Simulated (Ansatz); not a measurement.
# A basis-limit estimate, worked out

An elementary step of C2H6Cl, doublet (CH₃Cl ([CH3][Cl]) + CH₃ → CH₃Cl ([CH3][Cl]) + CH₃; bonds formed: Cl1–C3; bonds broken: Cl1–C2). “Start” is the structure reached by relaxing down from the saddle towards the reactants; PBE0-D4/def2-TZVP structures. The saddle:

```xyz
9
angstrom
Cl 0.0093 -0.0029 0.0028
C -0.4885 0.3424 1.9754
C 0.4884 -0.3423 -1.9754
H -0.2996 1.4020 2.1001
H -1.5330 0.0584 2.0228
H 0.1844 -0.3069 2.5230
H 1.5718 -0.3662 -1.9724
H 0.0539 0.5081 -2.4873
H 0.0133 -1.2925 -2.1889
```

Program: Ansatz 0.2.0. Basis: def2-TZVPP and def2-QZVPP. Cores are frozen in the correlated methods; orbitals are unrestricted.

Energies in eV:

| quantity | saddle | start |
| --- | --- | --- |
| Hartree–Fock, triple zeta (X = 3) | -14657.83933 | -14659.27715 |
| Hartree–Fock, quadruple zeta (X = 4) | -14658.31890 | -14659.74068 |
| MP2 correlation, X = 3 | -14.87317 | -14.48708 |
| MP2 correlation, X = 4 | -16.03007 | -15.62823 |
| CCSD(T) correlation, X = 3 | -16.99530 | -16.44412 |

Q: Work out the barrier at the basis limit: extrapolate Hartree–Fock as E(X) = E∞ + A exp(−7.88 √X) and the MP2 correlation as E(X) = E∞ + B X^−2.97 (the exponents that Neese and Valeev fitted for def2-TZVPP and QZVPP), then add CCSD(T) − MP2 in triple zeta.

A: Each step is linear, so take the differences first (saddle − start): Hartree–Fock 1.43782 (X = 3) and 1.42178 (X = 4); MP2 correlation -0.38609 and -0.40184; CCSD(T) correlation -0.55118.
Two points give E∞ = E(4) + w [E(4) − E(3)], with w = 1/(exp(7.88 (2 − √3)) − 1) = 0.1377 for Hartree–Fock and w = 1/((4/3)^2.97 − 1) = 0.7407 for the correlation.
Hartree–Fock: 1.42178 + 0.1377 × (-0.01604) = 1.4196 eV.
MP2 correlation: -0.40184 + 0.7407 × (-0.01575) = -0.4135 eV.
CCSD(T) − MP2: -0.55118 − (-0.38609) = -0.1651 eV.
Sum: 1.4196 + (-0.4135) + (-0.1651) = 0.8410 eV, or 19.39 kcal/mol. Plain CCSD(T) in triple zeta gives 0.8866 eV, so the larger basis shifts the result by -0.0456 eV.

T1 diagnostic: at most 0.020. ⟨S²⟩ of the unrestricted Hartree–Fock references: 0.76 to 0.88 (a pure state has 0.75). The unrestricted reference is spin-contaminated, which hurts MP2 most.

Labels in which every atom is bracketed show which atoms are joined, not bond orders.

For scale, one of the runs: CCSD(T)/def2-TZVPP, 188 basis functions, launched by `ansatz run in.yaml --threads 4 --pin off --events-out ev --progress --plain --max-ram 9574MiB`. The run took 80 s on 4 CPU threads of an Arm Neoverse V2 (shared host), with 5 GiB of host memory at its peak.
